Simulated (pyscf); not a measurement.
Substitution at C: H₃C–Si(OH)(OH)–OH + H atom (H•) → methane (CH₄) + HO–Si•(OH)–OH

Gas phase, doublet surface, charge 0. Bonds broken: C1–Si2. Bonds formed: C1–H12. PySCF, gas phase, ωB97X-D3(BJ)/def2-SVP geometries.

Transition state (Å):

```xyz
12

C      0.7176     0.7113     0.0329
Si    -1.3207     0.0773     0.5062
O     -1.4460    -1.5269     0.9382
O     -2.1424     0.3855    -0.9183
O     -2.0300     0.8426     1.8052
H      0.7258     1.4475     0.8437
H      1.0964    -0.2972     0.2323
H      0.3794     0.9933    -0.9713
H     -1.2411    -2.1635     0.2462
H     -3.0878     0.1906    -0.9118
H     -2.0521     1.8038     1.7670
H      2.0280     1.1129    -0.3265
```

One imaginary mode, 1457i cm⁻¹; descent along it reached the two sides named.

```tsv
bond	change	reactant side (Å)	saddle	product side
C1–Si2	breaks	1.858	2.187	3.8
C1–H12	forms	3.8	1.417	1.098
```

Electronic energies relative to the separated reactants (kcal/mol):

```csv
level,barrier,reaction energy,reverse barrier
ωB97X-D3(BJ)/def2-TZVP,37.2,-8.5,45.7
PBE/def2-TZVP,25.7,-15.0,40.7
r²SCAN/def2-TZVP,28.1,-14.2,42.3
B3LYP-D3(BJ)/def2-TZVP,30.0,-14.5,44.5
PBE0-D3(BJ)/def2-TZVP,31.3,-11.0,42.3
M06-2X/def2-TZVP,35.0,-11.2,46.2
ωB97M-D3(BJ)/def2-TZVP,35.7,-9.1,44.9
HF/def2-TZVP,54.0,-8.9,62.8
```

With ωB97M-D3(BJ)/def2-TZVP energies and thermal terms (ideal gas, 1 atm, RRHO with modes under 100 cm⁻¹ raised to 100, one conformer, R ln 2 for rigid chiral ones), in kcal/mol:

| T (K) | ΔH‡ | ΔG‡ | ΔH | ΔG |
|---|---|---|---|---|
| 298 | 36.5 | 42.9 | -5.2 | -7.4 |
| 600 | 35.8 | 49.6 | -6.8 | -9.1 |
| 900 | 35.3 | 56.7 | -8.4 | -10.0 |
| 1200 | 34.9 | 63.9 | -9.8 | -10.3 |

Abstraction by the radical was not located in this set and often lies lower. This is the saddle that the search found; another between the same sides may lie lower. The angle at the attacked C is 178°.
